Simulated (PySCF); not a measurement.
**UMP2/STO-3G run of C3H3F2 (SMILES C=[C]C(F)F)**

What is the vertical ionisation energy of C3H3F2 at UMP2/STO-3G? The job is set up through a Python script.

The results are computed with PySCF 2.14.0.

### 1 The system as given

C3H3F2: 8 atoms, total charge 0, spin state doublet. SMILES: `C=[C]C(F)F`. The shape is that of a GFN2-xTB optimisation. This is one conformer, not always the lowest.

Bond lengths: C1–C2 1.289 Å, C2–C3 1.458 Å, C3–F4 1.356 Å, C3–F5 1.378 Å, C1–H6 1.092 Å, C1–H7 1.080 Å, C3–H8 1.104 Å. Angles: C1–C2–C3 142.0°, C2–C3–F4 111.9°, C2–C3–F5 112.1°, F4–C3–F5 105.4°, C2–C1–H6 123.6°, C2–C1–H7 122.1°, C2–C3–H8 112.5°, F4–C3–H8 107.7°, F5–C3–H8 106.9°, H6–C1–H7 114.3°.

### 2 A single-point energy at UMP2/STO-3G

run.py

```python
# C=[C]C(F)F
from pyscf import gto, mp

mol = gto.Mole()
mol.atom = [
    ('C', (-0.449670, 0.693650, 1.227830)),
    ('C', (-0.292540, -0.288480, 0.408220)),
    ('C', (0.330540, -0.636110, -0.863490)),
    ('F', (-0.573020, -1.112830, -1.755500)),
    ('F', (0.905120, 0.457160, -1.474960)),
    ('H', (-0.043210, 1.692870, 1.058540)),
    ('H', (-1.001550, 0.588290, 2.150130)),
    ('H', (1.124330, -1.394550, -0.750760)),
]
mol.verbose = 3
mol.charge = 0
mol.max_memory = 1860
mol.spin = 1
mol.basis = 'sto-3g'
mol.build()

mf = mol.UHF()
mf.conv_tol = 1e-10
mf.kernel()
if not mf.converged:
    mf = mf.newton().run(mf.mo_coeff, mf.mo_occ)

pt = mp.MP2(mf, frozen=5).run()
etot = pt.e_tot
print('E = %.10f Eh' % etot)
```

The run is started by

```
$ OMP_NUM_THREADS=1 python run.py
```

The log of the run:

```text
converged SCF energy = -309.920033218881  <S^2> = 1.0772057  2S+1 = 2.3040883
E(UMP2) = -310.075991634329  E_corr = -0.15595841544787
E(SCS-UMP2) = -310.086815453809  E_corr = -0.166782234927735
E = -310.0759916343 Eh
```

Wall time 0.92 s (1 thread of Arm Neoverse V1, shared host); peak memory 0.12 GiB.

### 3 The singlet cation

calc.py

```python
from pyscf import gto, mp

mol = gto.M(
    atom=[
    ('C', (-0.449670, 0.693650, 1.227830)),
    ('C', (-0.292540, -0.288480, 0.408220)),
    ('C', (0.330540, -0.636110, -0.863490)),
    ('F', (-0.573020, -1.112830, -1.755500)),
    ('F', (0.905120, 0.457160, -1.474960)),
    ('H', (-0.043210, 1.692870, 1.058540)),
    ('H', (-1.001550, 0.588290, 2.150130)),
    ('H', (1.124330, -1.394550, -0.750760)),
],
    max_memory=1860,
    basis='sto-3g',
    verbose=3,
    spin=0,
    charge=1,
)

mf = mol.RHF()
mf.conv_tol = 1e-10
mf.kernel()
if not mf.converged:
    mf = mf.newton().run(mf.mo_coeff, mf.mo_occ)

pt = mp.MP2(mf, frozen=5).run()
etot = pt.e_tot
print('Final energy', etot)
```

The run is started by

```
$ OMP_NUM_THREADS=1 python calc.py
```

The log of the run:

```text
converged SCF energy = -309.620892602303
E(RMP2) = -309.821223063738  E_corr = -0.200330461435538
E(SCS-RMP2) = -309.831725212622  E_corr = -0.210832610319093
Final energy -309.8212230637383
```

It took 0.92 s on 1 thread of Arm Neoverse V1, shared host; peak memory 0.12 GiB.

### 4 Outcome

At UMP2/STO-3G, 5 core orbitals frozen:

```
                                                                  quantity          value
                                              doublet C3H3F2: total energy  -310.07599 Eh
                      doublet C3H3F2: dipole moment (Hartree–Fock density)         1.33 D
doublet C3H3F2: HOMO energy (Hartree–Fock orbitals) (highest over α and β)       -9.50 eV
 doublet C3H3F2: LUMO energy (Hartree–Fock orbitals) (lowest over α and β)        7.13 eV
               doublet C3H3F2: correlation energy (5 core orbitals frozen)     -156.0 mEh
                         doublet C3H3F2: ⟨S²⟩ of the reference determinant          1.077
                                              singlet cation: total energy  -309.82122 Eh
                       singlet cation: HOMO energy (Hartree–Fock orbitals)      -17.87 eV
                       singlet cation: LUMO energy (Hartree–Fock orbitals)       -5.92 eV
                     singlet cation: HOMO–LUMO gap (Hartree–Fock orbitals)       11.94 eV
               singlet cation: correlation energy (5 core orbitals frozen)     -200.3 mEh
                        vertical ionisation energy (to the singlet cation)       6.933 eV
```

**Reading.** The vertical ionisation energy comes to 6.93 eV (669 kJ/mol). Only the singlet of the ionised species was computed; a triplet could lie lower. In a minimal basis such a difference can be off by several eV, whatever the method. ⟨S²⟩ (doublet C3H3F2) is 1.08 where a pure doublet has 0.75: the reference is spin-contaminated. Mulliken charges (doublet C3H3F2) of the mean-field density run from -0.15 on F5 to +0.22 on C3. Mulliken charges (singlet cation) of the mean-field density run from -0.08 on F4 to +0.31 on C2; they depend strongly on the basis.
